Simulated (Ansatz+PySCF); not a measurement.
Two shapes of singlet H2O.

Shape 1:

```xyz
3

O     0.0000    0.0000   -0.1197
H     0.0000    0.7542    0.4787
H     0.0000   -0.7542    0.4787
```

Shape 2:

```xyz
3

O     0.0000    0.0000   -0.1292
H     0.0000    0.8145    0.5169
H     0.0000   -0.8145    0.5169
```

Basis set: def2-SVP (spherical functions). Left uncorrelated: 1 orbital. Charge 0, multiplicity 1.

Computed with Ansatz (development build ahead of 0.2.0); each method stands on the lowest determinant of its kind that the runs found.

Which shape is lower in energy, and by how much in each method?

| method | E(2) − E(1) (eV) |
| --- | --- |
| RHF | 0.420 |
| UHF | 0.420 |
| RHF-MP2 | 0.271 |
| UHF-CCSD | 0.269 |
| UHF-CCSD(T) | 0.259 |

Shape 1 is lower.
